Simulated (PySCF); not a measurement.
# Frontier levels across methods

Species: AlH₆N.
Cartesian coordinates in Å at the PBE0-D3(BJ)/def2-SVP level; atoms count from 1:
```
atom  x, y, z in Å
N1    -0.9836   -0.1152    0.0171
Al2    1.0758    0.1372   -0.0294
H3    -1.4347    0.5064    0.6897
H4    -1.2272   -1.0727    0.2752
H5    -1.4009    0.0683   -0.8966
H6     1.1446    1.6588   -0.5410
H7     1.4399   -1.0213   -1.0827
H8     1.4042   -0.1426    1.5185
```

Basis pcSseg-2 throughout (PySCF), one geometry. Isolated species at its PBE0-D3(BJ)/def2-SVP geometry, gas phase.

Question: How do the orbital energies, the gap and the dipole change with the method?

Answer: 
```tsv
method	kind	HOMO (eV)	LUMO (eV)	gap (eV)	μ (D)	SCF cycles
BLYP	GGA	-6.08	-1.45	4.63	5.45	11
OPBE	GGA	-6.10	-1.28	4.83	5.46	12
PBE	GGA	-6.16	-1.42	4.75	5.46	11
B97-D	GGA	-6.18	-1.29	4.89	5.49	12
LDA	LDA	-6.19	-1.50	4.69	5.49	11
KT2	GGA	-6.22	-1.43	4.80	5.36	13
KT3	GGA	-6.25	-1.59	4.66	5.35	13
BP86	GGA	-6.27	-1.30	4.97	5.49	11
B97-2	global hybrid	-7.19	-0.63	6.56	5.49	11
B3LYP	global hybrid	-7.24	-0.98	6.26	5.48	11
PBE0	global hybrid	-7.42	-0.65	6.77	5.49	10
mPW1PW91	global hybrid	-7.45	-0.65	6.80	5.50	10
BHandHLYP	global hybrid	-8.63	-0.10	8.53	5.51	11
CAM-B3LYP	range-separated hybrid	-8.84	0.05	8.89	5.51	11
wB97X-D	range-separated hybrid	-9.35	1.09	10.45	5.53	12
LC-wPBE	range-separated hybrid	-10.23	1.26	11.49	5.55	13
HF	Hartree–Fock	-10.56	1.66	12.21	5.58	9
```

The HOMO spans 4.48 eV, from BLYP down to HF, and the gap runs from 4.63 eV (BLYP) to 12.21 eV (HF). Over the methods BLYP (0 %), OPBE (0 %), PBE (0 %), B97-D (0 %), LDA (0 %), KT2 (0 %), KT3 (0 %), BP86 (0 %), B97-2 (21 %), B3LYP (20 %), PBE0 (25 %), mPW1PW91 (25 %), BHandHLYP (50 %), HF (100 %), a straight line through the gap against the share of exact exchange rises by 0.75 eV for each 10 % (correlation coefficient 0.999). The dipole ranges from 5.35 D (KT3) to 5.58 D (HF). This basis has no diffuse functions.
